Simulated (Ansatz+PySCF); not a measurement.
## singlet LiH in separate pieces: levels of theory in one basis

```xyz
2

Li    0.0000    0.0000   -1.1984
H     0.0000    0.0000    3.5951
```

Basis set: cc-pVDZ (spherical functions). All electrons are correlated. Charge 0, multiplicity 1.

Computed with Ansatz (development build ahead of 0.2.0); each method stands on the lowest determinant of its kind that the runs found. NEVPT2 correlates all electrons. Active spaces start from the frontier orbitals, and the lowest solution found is given.

```
                            method  E − E(RHF) (eV)  <S²> of the determinant
                               RHF             0.00                     0.00
                               UHF            -2.47                     1.00
                           UHF-MP2            -2.48                     1.00
                          RHF-CCSD            -2.49                        –
                       RHF-CCSD(T)            -2.50                        –
                       UHF-CCSD(T)            -2.49                     1.00
full CI (lowest root of this spin)            -2.49                        –
                       CASSCF(2,2)            -2.48                        –
                    SC-NEVPT2(2,2)            -2.49                        –
```

Question: What does RHF-MP2 give on the same scale?

Answer: -1.16 eV.

At such a shape the full CI root can have another spatial symmetry than the determinants, so the rows needn't describe one state.

Question: Is a single determinant a sound starting point here?

Answer: It is doubtful. Unrestricted orbitals lower Hartree–Fock by 2.47 eV and <S²> is 1.00 where a pure state has 0.00, a sign of strong static correlation. The CASSCF(2,2) natural occupations are 1.15, 0.85.

Caution for RHF, RHF-MP2, RHF-CCSD, RHF-CCSD(T): an unrestricted determinant lies well below. Caution for UHF, UHF-MP2, UHF-CCSD(T): the unrestricted determinant is a mixture of spin states. Caution for RHF-MP2, UHF-MP2, RHF-CCSD: large amplitudes, a single reference is doubtful. Caution for UHF-MP2, UHF-CCSD(T): a plain start can end on a higher determinant. Caution for RHF-CCSD(T), UHF-CCSD(T): very large amplitudes, the method is breaking down; the amplitudes may be one of several solutions.
